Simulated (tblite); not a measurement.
Isomers of C3H7FN (doublet state). Computed values, GFN2-xTB/tblite, gas phase, harmonic and unscaled. The method is semi-empirical: single wavenumbers can be off by several per cent or more. One conformer each. Open shells enter through the occupations alone, without spin polarisation, and single modes of such species can be off by tens of per cent.

Electronic energies: GFN2-xTB at the same geometries; isomer energies are rough at this level and their order can be wrong.

| SMILES | electronic energy, lowest = 0 (kcal/mol) |
| --- | --- |
| NCC[CH]F | 7.4 |
| NC[CH]CF | 9.8 |
| N[CH]CCF | 0.0 |

**Question.** How do GFN2-xTB zero-point energies change the relative energies?

**Answer.** 
```tsv
SMILES	ZPE (kcal/mol)	of it from modes above 1550 cm⁻¹	electronic (kcal/mol)	with ZPE, lowest = 0 (kcal/mol)	lowest mode (cm⁻¹)	rings
N[CH]CCF	61.1	31.1	0.0	0.0	67	0
NCC[CH]F	61.3	33.4	7.4	7.6	88	0
NC[CH]CF	60.3	33.0	9.8	9.1	25	0
```

The zero-point energies span 1.0 kcal/mol, from `NC[CH]CF` to `NCC[CH]F`. The order is unchanged.
